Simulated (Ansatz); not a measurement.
Born–Oppenheimer molecular dynamics of CH9AlSi (12 atoms, charge 0, multiplicity 1). It starts at the highest image of a converged band. Of that band: Neighbouring images differ by up to 2.1 eV, so the band resolves the path poorly. A vibrational analysis at the climbing image gives one clearly imaginary mode, 1776i cm⁻¹: a first-order saddle point.

Computed with UHF/def2-SVP in Ansatz.

* ensemble: NVE (velocity Verlet)
* time step: 0.5 fs
* steps asked: 200
* starting velocities drawn for: 300 K
* seed: 9377

First frame:

```xyz
12
Properties=species:S:1:pos:R:3
Al -0.927 -0.250 -0.871
C 0.968 0.732 -1.179
H -0.882 -1.694 -1.490
H -2.097 0.800 -0.906
H 0.362 0.160 0.079
Si -0.289 -0.533 1.739
H 0.711 0.919 -2.228
H 1.869 0.119 -1.167
H 1.171 1.702 -0.723
H 0.894 -1.359 2.093
H -1.511 -1.302 2.095
H -0.268 0.707 2.557
```

(1) How far do the bonds stretch over the last three quarters of this one trajectory? (Pairs bonded in most of those frames.)

## Answers

(1) 
```tsv
bond	mean (Å)	spread (Å)	shortest	longest
Al1–H3	1.585	0.055	1.50	1.67
Al1–H4	1.589	0.035	1.53	1.64
Al1–Si6	2.491	0.117	2.33	2.67
C2–H5	1.111	0.081	0.97	1.25
C2–H7	1.098	0.031	1.04	1.15
C2–H8	1.096	0.027	1.04	1.15
C2–H9	1.099	0.042	1.02	1.18
Si6–H10	1.495	0.012	1.47	1.52
Si6–H11	1.497	0.034	1.43	1.56
Si6–H12	1.502	0.052	1.41	1.58
```

Mean temperature of the second half: 1618 K. The conserved energy stayed within 0.67 meV per atom of its start (net change 0.027 meV per atom), so the integration is sound. The system heated up, since it started high on the potential surface and ran downhill. A run of 0.1 ps of so small a system gives no equilibrium averages. The orbitals stay closed-shell, which can raise the energy where a bond breaks towards radicals; this wasn't checked here.

Run time: 2.6 min on 2 threads of Arm Neoverse V2, on a shared host, peak memory 0.2 GiB.
